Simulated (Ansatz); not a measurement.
C4H6O can be A, `C=C=C(C)O`, or B, `C/C=C\C=O`.

Gas-phase electronic energies from Ansatz, PBE0-D4/def2-TZVP geometries. CBS: MP2 limit from def2 TZ/QZ plus the TZ coupled-cluster correction, frozen cores. DFT in def2-TZVPP. B3LYP here is the variant with VWN-RPA as its local correlation; programs differ in this. One conformer a species, not always the lowest.

Question: Which is lower in electronic energy at CCSD(T)/CBS, and by how much? (Best estimate.)

Answer: Computed: B, by 85.8 kJ/mol.

Question: Give E(B) − E(A) in kJ/mol with B3LYP-D4, ωB97M-V, CCSD/def2-TZVPP, r2SCAN-D4, B2PLYP, PBE-D4, LDA (SPW92). (Estimate.)

Answer: Computed: B3LYP-D4 -86.4, ωB97M-V -83.3, CCSD/def2-TZVPP -89.1, r2SCAN-D4 -83.7, B2PLYP -89.6, PBE-D4 -81.8, LDA (SPW92) -68.3. None reverses the order clearly.

Question: Does the order hold for the free energy at 298.15 K (harmonic terms from PBE0-D4)? (Estimate.)

Answer: Ansatz gave: Yes: G(B) − G(A) = -84.5 kJ/mol, for one conformer each.

Largest T1 diagnostic: 0.014.

From BLYP to BHLYP (50 % exact exchange), in def2-TZVPP and without D4, E(B) − E(A) moves by −4.9 kJ/mol. Leaving LDA and LC-ωPBE aside and taking each functional with its dispersion term where it has one, the values, not all of them listed here, spread over 8.4 kJ/mol, from BHLYP-D4 to PBE-D4. LDA lies +13.1 kJ/mol from PBE without D4.
